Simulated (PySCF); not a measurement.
C4H7 (charge +1).
Structure used (PBE0-D3(BJ)/def2-SVP), in Å, numbered top down from 1:
```xyz
11
C4H7 angstrom
C      1.611    0.584    0.165
C      0.994   -0.551   -0.282
C     -0.404   -0.702   -0.277
C     -1.418    0.229    0.172
H      1.055    1.444    0.553
H      2.703    0.671    0.148
H      1.597   -1.381   -0.661
H     -0.781   -1.660   -0.666
H     -1.069    1.193    0.557
H     -2.042   -0.288    0.930
H     -2.138    0.380   -0.659
```

ESP-fitted charges (e) from the PBE0/pcSseg-1 density (PySCF), one withheld:

```csv
atom,bonded to,charge
C1,C2 H5 H6,+0.0832
C2,C1 C3 H7,-0.2647
C3,C2 C4 H8,?
C4,C3 H9 H10 H11,-0.5238
H5,C1,+0.1517
H6,C1,+0.1839
H7,C2,+0.1942
H8,C3,+0.1274
H9,C4,+0.2111
H10,C4,+0.2308
H11,C4,+0.2300
```

Question: What is the charge on C3?

Answer: The charges add up to the total charge, 1. The others sum to +0.6238, which leaves +0.3762 e for C3 (carbon bonded to 2 C and H).

Question: Add each hydrogen's charge to the atom that carries it.

Answer: C1 +0.4188, C2 -0.0705, C3 +0.5036, C4 +0.1481.

Question: Across which bond do the charges differ most?

Answer: C3–C4: +0.3762 on C3 against -0.5238 on C4, a difference of 0.9000 e.

Question: Take the bonds between elements whose Pauling electronegativities differ by more than 0.25. In how many does the more electronegative atom carry the lower charge?

Answer: In 6 of 7; it doesn't in C3–H8.

Question: How much positive and how much negative charge does this set hold in all?

Answer: +1.7885 e on 9 atoms and -0.7885 e on 2.

The ESP scheme is a least-squares fit of atom-centred charges to the potential on four shells outside the van der Waals surface, with the total charge fixed. Isolated species at its PBE0-D3(BJ)/def2-SVP geometry (one conformer only).

These values come from a run that also computed NMR shieldings. Time: 5.4 s of wall time; peak memory 0.48 GiB. Hardware: one thread of an Arm Neoverse V1, shared host with 32 logical CPUs at a one-minute load of 11.
